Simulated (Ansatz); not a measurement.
O–CH2, triplet in cc-pVDZ: errors against UCCSDT(Q)

Geometry: that of the O–CH2, singlet, kept fixed. The singlet lies 3.7 eV lower here.

```yaml
atoms:
  - { symbol: O, position_ang: [0.0000, 0.0000, 0.5979] }
  - { symbol: C, position_ang: [0.0000, 0.0000, -0.5975] }
  - { symbol: H, position_ang: [0.0000, -0.9400, -1.1855] }
  - { symbol: H, position_ang: [0.0000, 0.9400, -1.1855] }
```

Basis cc-pVDZ; Ansatz 0.2.0. Correlated methods freeze the noble-gas cores, which leaves 12 electrons in 36 orbitals. R marks a restricted (for open shells ROHF) determinant, U an unrestricted one. Active spaces: valence = (12e, 10o) chosen from the atoms' valence shells.

Full CI isn't at hand for all of this; UCCSDT(Q) serves as the reference, and is uncertain by about the last step of the cluster series. The frozen core follows each run's orbitals, which can shift R against U totals by a few meV.

For open shells CISD is restricted-active-space CI with the open shells as a complete middle space.

- UHF ⟨S²⟩: 2.015
- T1 diagnostic (RCCSD): 0.0340
- largest doubles amplitude (RCCSD): 0.057
- T1 diagnostic (UCCSD): 0.0283

```json
{"level": "UHF", "E − E(RHF) (eV)": "-0.2473"}
{"level": "RMP2", "E − E(RHF) (eV)": "-7.4788"}
{"level": "UMP2", "E − E(RHF) (eV)": "-7.4521"}
{"level": "RCCSD", "E − E(RHF) (eV)": "-8.2693"}
{"level": "UCCSD", "E − E(RHF) (eV)": "-8.2763"}
{"level": "RCCSD(T)", "E − E(RHF) (eV)": "-8.4609"}
{"level": "UCCSD(T)", "E − E(RHF) (eV)": "-8.4616"}
```

(1) Estimate how far UCCSDT(Q) in cc-pVDZ lies from RCCSD(T). The table doesn't fix it; the size of (T) and the diagnostics are the guide.

(1) UCCSDT(Q) in cc-pVDZ lies 0.82 kcal/mol below RCCSD(T), which is 19 % of the (T) step (-4.42 kcal/mol). T1 is raised, but (T) still catches most of what CCSD lacks.

The other levels:

```tsv
level	E − E(UCCSDT(Q)) (kcal/mol)	share of correlation (%)	wall time
CISD	18.12	90.75	2.6 s
BCCD(T)	0.78	99.60	1.7 s
RCCSDT	0.37	99.81	–
UCCSDT	0.34	99.82	–
RCCSDT(Q)	0.04	99.98	16 s
CASSCF (valence space)	145.03	25.98	–
NEVPT2 (valence space)	25.01	87.23	3.4 s
MRCISD (valence space)	9.48	95.16	–
MRCISD+Q (valence space)	1.24	99.37	18 s (H100)
```

The correlation energy at UCCSDT(Q), counted from RHF, is -8.497 eV. That run took 14 s on 1 thread of AMD EPYC 7R13, shared host.

Times hold each run's SCF and search for its determinant on a shared host, so for small cases they say little of a method's own cost; rows without a card ran on 1 thread of AMD EPYC 7R13.

Natural occupations of CASSCF (valence space) about the gap: 1.985 1.977 1.968 1.013 1.009 0.025 0.022 0.017; effectively unpaired electrons, Σ n²(2−n)², 2.01.
